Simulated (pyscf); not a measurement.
HN=Si: [singlet] + H₂ → H₂N–SiH: [singlet], an addition across a multiple bond or ene-type step (singlet surface; H–H broken, H–N, H–Si formed). Optimised with ωB97X-D3(BJ)/def2-SVP in PySCF. Energies in kcal/mol from the separated reactants.

Small-basis levels: PySCF, no dispersion term, spherical d functions. AM1 to PM7: differences of heats of formation from MOPAC, which are fitted to 298 K values and so differ in kind from electronic energies by zero-point and thermal terms. GFN2-xTB: tblite. Cost: rough CPU time at the saddle relative to B3LYP/6-31G*, from one job on a shared machine.

```
level                   barrier  reaction energy        cost
----------------------  -------  ---------------  ----------
HF/STO-3G                  71.6            -44.7        0.05
MP2/6-31G*                 57.1            -10.6         0.1
SVWN5/6-31G*               30.5            -26.9         0.8
B3LYP/STO-3G               58.3            -26.2         0.6
B3LYP/3-21G                51.0            -22.1         0.8
B3LYP/LANL2DZ              53.0            -20.1         0.7
B3LYP/6-31G*               46.0            -19.5           1
B3LYP/6-311+G**            40.8            -19.8           1
B3LYP/def2-SVP             38.4            -22.0           1
GFN2-xTB                   41.7            -24.3  under 0.02
PM6                        53.9             +4.9  under 0.02
PM7                        77.4             +8.8  under 0.02
ωB97M-D3(BJ)/def2-TZVP     38.6            -20.9           –
```

Against the last row the barrier runs from -8.1 (SVWN5/6-31G*) to +38.8 kcal/mol (PM7). ωB97M-D3(BJ)/def2-TZVP has limits of its own. At the saddle there is also a short H–Si contact that neither side keeps. This is the saddle that the search found; another between the same sides may lie lower.
